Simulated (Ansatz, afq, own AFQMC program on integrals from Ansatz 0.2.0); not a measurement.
# CHGaS, singlet in cc-pVDZ, levels against CCSDT(Q)

```yaml
atoms:
  - { symbol: C, position_ang: [0.0000, -1.0734, 0.8654] }
  - { symbol: S, position_ang: [0.0000, 0.3710, 1.6204] }
  - { symbol: Ga, position_ang: [0.0000, 0.0430, -0.9155] }
  - { symbol: H, position_ang: [0.0000, -1.9856, 1.4681] }
```

Connectivity, by distances: CH–S–Ga, closed to a ring.

Basis cc-pVDZ. Only valence electrons are correlated. Integrals, coupled cluster, full CI and functionals: Ansatz 0.2.0; the random walks run on the same integrals in our own AFQMC program. ph-AFQMC/CISD is guided by a CISD state made of CCSD amplitudes; releasing the constraint for a short imaginary time cuts its bias at the price of noise, slowly where states lie close. Free projection: walkers drawn from exp(T), propagated without any constraint. Its projection time is finite, and what remains of the start isn't in its error. Uncertainties: one standard error, sampling alone. No spin–orbit coupling.

Determinant: RHF, the one that the program's search chose, which needn't be the lowest solution. The geometry is a PBE0/def2-TZVP stationary point of this or a neighbouring charge and spin state.

No full CI on the walks' own integrals is used here; CCSDT(Q) serves as the reference and is uncertain by about the last step of the cluster series.

Cautions: no relativity below Rb; no spin-orbit coupling; inner d shell frozen; higher spins were not checked; raised T1 diagnostic (T1 0.023, weight of the determinant 0.82, largest double 0.07).

The T1 diagnostic is 0.0228, the weight of the determinant in the CISD state is 0.821 and the size of the correlated space is 14 electrons in 44 orbitals.

| level | correlation energy (eV) |
| --- | --- |
| MP2 | -8.3020 |
| CCSD | -9.1217 |
| CCSD(T) | -9.5291 |

(1) Estimate where phaseless AFQMC with the Hartree–Fock trial lies against CCSD(T) on the same integrals.

(1) 9.31 ± 3.55 mEh below CCSD(T).

Reference: CCSDT(Q), correlation energy -9.590 eV. The released energy is read at 2.40 1/Eh (meV from the phaseless value at times in 1/Eh: -7 ± 30 at 0.24, -9 ± 23 at 0.51, -2 ± 27 at 0.99, -33 ± 34 at 1.62, -9 ± 34 at 2.40).

```json
{"level": "CCSD(T)", "E − E(reference) (mEh)": "2.25", "share of correlation (%)": "99.36"}
{"level": "CCSDT", "E − E(reference) (mEh)": "1.39", "share of correlation (%)": "99.60"}
{"level": "ph-AFQMC/HF", "E − E(reference) (mEh)": "-7.06 ± 3.55", "share of correlation (%)": "102.00"}
{"level": "ph-AFQMC/CISD", "E − E(reference) (mEh)": "0.99 ± 1.11", "share of correlation (%)": "99.72"}
{"level": "released AFQMC", "E − E(reference) (mEh)": "0.67 ± 1.26", "share of correlation (%)": "99.81"}
{"level": "free AFQMC", "E − E(reference) (mEh)": "3.07 ± 1.27", "share of correlation (%)": "99.13"}
```

Free projections are given only where their last times agree within the noise and don't stop above the reference; a slow remainder of the start can still hide under it. A walk keeps the symmetry of its determinant, which the program's search chose and which needn't be the lowest solution, so a lower state of the same spin and another symmetry isn't excluded. Released energies are given only where the last usable release times agree within the noise; a slower fall can still hide under it.
